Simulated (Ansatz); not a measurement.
## Ansatz (development build ahead of 0.2.0) run

```yaml
crystal:
  periodic: [false, false, false]
  atoms:
    - { symbol: C, position_ang: [1.40069, 0.0, 0.0] }
    - { symbol: C, position_ang: [0.70034, 1.2094, 0.0] }
    - { symbol: C, position_ang: [-0.70034, 1.2094, 0.0] }
    - { symbol: C, position_ang: [-1.40069, 0.0, 0.0] }
    - { symbol: C, position_ang: [-0.70034, -1.2094, 0.0] }
    - { symbol: C, position_ang: [0.70034, -1.2094, 0.0] }
    - { symbol: H, position_ang: [2.48995, 0.0, 0.0] }
    - { symbol: H, position_ang: [1.24497, 2.14991, 0.0] }
    - { symbol: H, position_ang: [-1.24497, 2.14991, 0.0] }
    - { symbol: H, position_ang: [-2.48995, 0.0, 0.0] }
    - { symbol: H, position_ang: [-1.24497, -2.14991, 0.0] }
    - { symbol: H, position_ang: [1.24497, -2.14991, 0.0] }
basis:
  gaussian: { orbitals: "6-31G" }
hamiltonian:
  xc: hf
```

The input is written out in the form of the current development build from the run's settings.

Output:

| Item | Value |
| --- | --- |
| Converged | yes |
| Total energy | -230.62291 hartree |
| Spin squared of the determinant | 0.000 |
